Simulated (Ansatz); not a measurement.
A made-up structure of BSiH3Cl, doublet:

| atom | x (Å) | y (Å) | z (Å) |
| --- | --- | --- | --- |
| Si1 | -0.2812 | 0.3795 | -0.1998 |
| B2 | 0.4975 | -0.5377 | 0.9657 |
| Cl3 | 1.2634 | -1.7697 | 0.5866 |
| H4 | -0.1996 | -0.0666 | -1.7382 |
| H5 | -1.7173 | 0.2762 | 0.3447 |
| H6 | 0.4372 | 1.7183 | 0.0411 |

It is relaxed with PBE-D4/def2-SVP and then PBE0-D4/def2-TZVP (Ansatz 0.2.0). Atoms count as bonded within 1.22 times the sum of their covalent radii (H–H: 0.88 Å). The end point is not checked to be a true minimum.

**Question.** Does its bonding change? (A judgement: the text doesn't fix the answer.)

**Answer.** Computed: No: no bond forms or breaks.

Where it ends: The first stage lowers the energy by 2.64 eV in 6 steps. It ends as BSiH₃Cl ([SiH3][B][Cl]):
```json
{"atom": "Si1", "x (Å)": "-0.3484", "y (Å)": "0.4712", "z (Å)": "-0.2395"}
{"atom": "B2", "x (Å)": "0.6360", "y (Å)": "-0.7392", "z (Å)": "1.0042"}
{"atom": "Cl3", "x (Å)": "1.5534", "y (Å)": "-2.1611", "z (Å)": "0.7811"}
{"atom": "H4", "x (Å)": "-0.3039", "y (Å)": "0.1007", "z (Å)": "-1.6833"}
{"atom": "H5", "x (Å)": "-1.7665", "y (Å)": "0.4967", "z (Å)": "0.2093"}
{"atom": "H6", "x (Å)": "0.2293", "y (Å)": "1.8318", "z (Å)": "-0.0718"}
```

Labels in which every atom is bracketed show which atoms are joined, not bond orders.

For scale, one of the runs: PBE0-D4/def2-TZVP relaxation, 123 basis functions, launched by `ansatz run in.yaml --threads 2 --pin off --events-out ev --progress --plain --max-ram 4352MiB`. The run took about 22 s on 2 CPU threads of an Arm Neoverse V2 (shared host).
